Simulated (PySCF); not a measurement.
# CF2: electronic excitations and core binding energies

What electronic excitations and core binding energies should CF2 (`F[C]F`) show?

Programs: PySCF 2.14.0, with density-fitted response routines of our own. Each step states its level of theory. These are calculated values for one molecule in the gas phase, unless marked as measured. Atoms count from 0, in the outputs and in this text.

### 1 Starting geometry

3 atoms, charge 0, multiplicity 1; geometry from: GFN2-xTB.

Bonds of the start (Å): F0–C1 1.30, C1–F2 1.30.

### 2 Excited states and response: CAM-B3LYP/def2-SVPD

The job: settings as JSON, then the geometry in Å.

```
{"job": {"kind": "uv", "xc": "CAM-B3LYP", "basis": "def2-SVPD", "nstates": 8, "ntriplets": 3}, "charge": 0, "multiplicity": 1}
F     -1.031113    -0.269418    -0.002426
C      0.000792     0.524043    -0.011453
F      1.041802    -0.257163     0.001326
```

With the program's defaults for keys left out, this is: TDDFT CAM-B3LYP/def2-SVPD, vertical, gas phase, core orbitals frozen in the response.

The program printed:

```text
coarse grid: 3264 points
cycle   1  E = -237.3644508091  dE =  3.489e-01  |g| = 6.093e-01  |ddm| = 1.829e+00
cycle   2  E = -237.3307053649  dE =  3.375e-02  |g| = 8.033e-01  |ddm| = 8.718e-01
cycle   3  E = -237.4358919420  dE = -1.052e-01  |g| = 6.374e-02  |ddm| = 4.831e-01
cycle   4  E = -237.4365349192  dE = -6.430e-04  |g| = 8.438e-03  |ddm| = 4.884e-02
cycle   5  E = -237.4365569452  dE = -2.203e-05  |g| = 1.669e-03  |ddm| = 1.427e-02
cycle   6  E = -237.4365582788  dE = -1.334e-06  |g| = 3.441e-04  |ddm| = 4.181e-03
final grid: 34416 points
cycle   7  E = -237.4674639208  dE = -1.175e-05  |g| = 3.088e-03  |ddm| = 1.346e-02
cycle   8  E = -237.4674631772  dE =  7.436e-07  |g| = 3.800e-03  |ddm| = 3.475e-03
cycle   9  E = -237.4674653421  dE = -2.165e-06  |g| = 2.049e-04  |ddm| = 1.992e-03
cycle  10  E = -237.4674653508  dE = -8.750e-09  |g| = 4.948e-05  |ddm| = 2.783e-04
cycle  11  E = -237.4674653515  dE = -6.563e-10  |g| = 1.050e-05  |ddm| = 6.131e-05
converged SCF energy = -237.4674653515

Static polarisability (au): isotropic 16.227, principal 14.655 15.232 18.796

Singlet excitations
state   eV       nm        f      main configurations
  1   4.6316    267.7   0.02962   H->L 0.99
  2   8.3357    148.7   0.00000   H-1->L 1.00
  3   9.4358    131.4   0.00685   H->L+1 0.97
  4   9.7817    126.8   0.00734   H->L+2 0.47, H-2->L 0.46
  5  10.5475    117.5   0.21044   H->L+2 0.49, H-2->L 0.46
  6  10.6248    116.7   0.25247   H->L+3 0.93
  7  10.6643    116.3   0.08482   H->L+4 0.98
  8  11.0404    112.3   0.01879   H-3->L 0.98

Triplet excitations (Tamm-Dancoff, eV): 2.2909 8.0436 8.4054
```

Run time: 4.3 s. Hardware: 1 thread, shared host.

The orbitals next to the gap, with their largest atomic shares:

| orbital | eV | atoms |
| --- | --- | --- |
| HOMO−3 | -17.51 | F2 41 %, F0 41 %, C1 18 % |
| HOMO−2 | -15.53 | F0 47 %, F2 47 %, C1 5 % |
| HOMO−1 | -14.85 | F0 49 %, F2 49 % |
| HOMO | -10.44 | C1 63 %, F0 19 %, F2 19 % |
| LUMO | -1.23 | C1 63 %, F2 19 %, F0 19 % |
| LUMO+1 | 2.02 | C1 59 %, F2 20 %, F0 20 % |
| LUMO+2 | 2.97 | F2 45 %, F0 45 %, C1 10 % |

With each of the 8 states as a Gaussian band of 0.4 eV half-width at 1/e, the curve within the window shown has maxima at 267 nm (ε 1,200), 117 nm (ε 22,000) L/(mol cm). Beyond the last state computed it falls off for lack of states. The curve at chosen wavelengths:

```csv
nm,ε (L/mol/cm)
109,1215
117,21944
125,1376
133,317
141,18
149,0
157,0
164,0
172,0
180,0
188,0
196,0
204,0
212,0
220,2
228,22
236,113
244,352
252,730
259,1043
267,1199
275,1082
283,797
291,496
299,268
307,129
```

Further results of this job:

| property | computed |
| --- | --- |
| dipole moment (D) | 0.63 |
| polarisability (Å³) | 2.40 |
| HOMO–LUMO gap (eV) | 9.21 |
| −ε(HOMO) (eV) | 10.44 |

### 3 X-ray photoelectron lines: SCAN, X2C

The job: settings as JSON, then the geometry in Å.

```
{"job": {"kind": "xps"}, "charge": 0, "multiplicity": 1}
F     -1.031113    -0.269418    -0.002426
C      0.000792     0.524043    -0.011453
F      1.041802    -0.257163     0.001326
```

Method: delta-SCF UKS SCAN, pcX-2 on the ionised atom, pcseg-1 elsewhere, spin-free X2C.

The program printed:

```text
ground state, core basis on atom 0 (F), 73 functions
  cycle   1  E = -237.78453606  |g| = 6.17e-01
  cycle   2  E = -237.59451674  |g| = 1.26e+00
  cycle   3  E = -237.84095470  |g| = 8.74e-02
  cycle   4  E = -237.84148216  |g| = 7.34e-02
  cycle   5  E = -237.84230284  |g| = 1.20e-02
  cycle   6  E = -237.84232330  |g| = 2.68e-03
  cycle   7  E = -237.84232604  |g| = 6.94e-04
  cycle   8  E = -237.84232603  |g| = 7.82e-05
  E(ground) = -237.83658499 Eh
hole in F 1s of atom 0
  cycle   1  E = -211.40336702  |g| = 2.58e+00
  cycle   2  E = -211.11872580  |g| = 2.29e+00
  cycle   3  E = -212.09814927  |g| = 7.31e-01
  cycle   4  E = -212.10024142  |g| = 7.27e-01
  cycle   5  E = -212.27697361  |g| = 6.57e-02
  cycle   6  E = -212.27860772  |g| = 2.30e-02
  cycle   7  E = -212.27882121  |g| = 3.29e-03
  cycle   8  E = -212.27882545  |g| = 6.69e-04
  cycle   9  E = -212.27882662  |g| = 5.17e-04
  cycle  10  E = -212.27882852  |g| = 5.57e-04
  cycle  11  E = -212.27882567  |g| = 4.70e-04
  E(ion) = -212.27971325 Eh   <S^2> = 0.7581   hole on atom = 1.000   binding energy = 695.438 eV
ground state, core basis on atom 1 (C), 73 functions
  cycle   1  E = -237.80211614  |g| = 1.24e-01
  cycle   2  E = -237.79632019  |g| = 2.17e-01
  cycle   3  E = -237.80388754  |g| = 2.28e-02
  cycle   4  E = -237.80392361  |g| = 1.83e-02
  cycle   5  E = -237.80397765  |g| = 1.62e-03
  cycle   6  E = -237.80397920  |g| = 2.02e-04
  E(ground) = -237.79589409 Eh
hole in C 1s of atom 1
  cycle   1  E = -226.36116668  |g| = 1.44e+00
  cycle   2  E = -224.68194008  |g| = 2.50e+00
  cycle   3  E = -226.58572929  |g| = 8.68e-01
  cycle   4  E = -226.83446020  |g| = 1.75e-01
  cycle   5  E = -226.84283425  |g| = 3.47e-02
  cycle   6  E = -226.84332583  |g| = 9.45e-03
  cycle   7  E = -226.84325111  |g| = 1.93e-02
  cycle   8  E = -226.84339148  |g| = 3.45e-03
  cycle   9  E = -226.84340762  |g| = 1.21e-03
  cycle  10  E = -226.84340812  |g| = 2.45e-04
  E(ion) = -226.83705934 Eh   <S^2> = 0.7868   hole on atom = 1.000   binding energy = 298.205 eV
```

It took 3.8 s on 1 thread, shared host.

Binding energies by hole, beside the orbital energy of the ground state; the difference holds orbital relaxation and, for a density functional, its self-interaction error:

| hole | stands for | environment | ΔSCF (eV) | −ε (eV) | ⟨S²⟩ |
| --- | --- | --- | --- | --- | --- |
| F1s on F0 | F0, F2 | fluorine bonded to C | 695.44 | 669.0 | 0.758 |
| C1s on C1 | C1 | carbon bonded to 2 F | 298.21 | 278.9 | 0.787 |

Each hole run stands for the others of its class of like atoms.

### 4 Summary of results

| quantity | value |
| --- | --- |
| lowest singlet (CAM-B3LYP/def2-SVPD) | 4.63 eV (268 nm), f = 0.030 |
| brightest single state of those computed | state 6, 10.62 eV, f = 0.252 |
| lowest triplet | 2.29 eV |
| F1s binding energies, SCAN/pcX-2 | F0 695.44 eV |
| C1s binding energies, SCAN/pcX-2 | C1 298.21 eV |

In words: The first singlet state (HOMO→LUMO 0.99) lies at 4.63 eV and is weak; of the 8 states computed, the strongest absorption comes from state 6 at 10.62 eV. The lowest triplet lies 2.34 eV below the lowest singlet (triplets in Tamm-Dancoff, singlets in full TDDFT). States above −ε(HOMO) lie where TDDFT describes them poorly and they hang on the basis; the brightest is among them.
